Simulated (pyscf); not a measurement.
This saddle point was located with ωB97X-D3(BJ)/def2-SVP in PySCF.

```
Si
O 1 1.6575
Si 2 1.6782 1 128.23
H 1 1.4839 2 124.71 3 -66.01
H 3 1.4876 2 112.58 1 53.98
H 3 1.4903 5 110.65 2 125.39
H 3 1.4915 5 108.68 6 118.55
H 1 1.5028 4 103.58 2 113.32
N 1 1.8883 4 110.85 8 104.37
H 9 1.0221 1 113.32 4 177.60
H 9 1.0227 10 109.84 1 -135.17
H 9 1.1859 10 111.43 11 -139.06
H 12 1.1910 9 137.34 10 -102.92
```
Charge 0, spin multiplicity 1.

Surface: singlet, charge 0. Lowest wavenumbers (cm⁻¹): 1311i, 79, 148, 176, 245.

Which two sides does it connect, and which bonds change?

`[SiH3][O][SiH3]` + `[NH3]` ⇌ `[NH2][SiH2][O][SiH3]` + `[H][H]`, a four-centre exchange read from left to right: H–Si, H–N broken and N–Si, H–H formed. At ωB97M-D3(BJ)/def2-TZVP it lies +36.2 kcal/mol from the left side and +47.8 kcal/mol from the right (each side as separated species at their lowest minima found). On the reactant side the descent ends in a complex (not fully relaxed), 6.0 kcal/mol under the separated species and 42.1 kcal/mol under the saddle at ωB97X-D3(BJ)/def2-TZVP. At the saddle there is also a short H–Si contact that neither side keeps. This is the saddle that the search found; another between the same sides may lie lower.
